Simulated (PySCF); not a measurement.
# C3H5Cl (2-chloro-1-propene): the cost of one run

Computed with PySCF 2.14.0, with density-fitted response routines of our own, on a single molecule in the gas phase. Atoms count from 0, in the outputs and in this text.

## Step 1: Starting geometry

9 atoms, charge 0, multiplicity 1; geometry from: MMFF94s.

Bonds of the start (Å): C0–C1 1.34, C1–C2 1.49, C1–Cl3 1.73, C0–H4 1.09, C0–H5 1.08, C2–H6 1.09, C2–H7 1.10, C2–H8 1.09.

## Step 2: Relaxing the molecule at PBE0-D3(BJ)/def2-SVP

What the job is given:

```
{"job": {"xc": "PBE0", "basis": "def2-SVP", "d3": "d3bj", "grid": 1, "kind": "geom"}, "charge": 0, "multiplicity": 1}
C      1.303675    -0.364038     0.365244
C      0.307267     0.275535    -0.257562
C     -1.145469     0.014268    -0.030291
Cl     0.666398     1.503849    -1.420493
H      2.343501    -0.130620     0.158433
H      1.105265    -1.138251     1.098657
H     -1.648009     0.918227     0.329339
H     -1.303419    -0.772213     0.715381
H     -1.629209    -0.306759    -0.958708
```

Command:

```console
OMP_NUM_THREADS=1 python probes_run.py task.json out
```

One launch serves the whole session: the jobs run in the order shown.

Q: Estimate the wall time and peak memory of this first job on 1 thread of Arm Neoverse V1, shared host.

About 8.4 s, with a peak of 0.34 GiB.
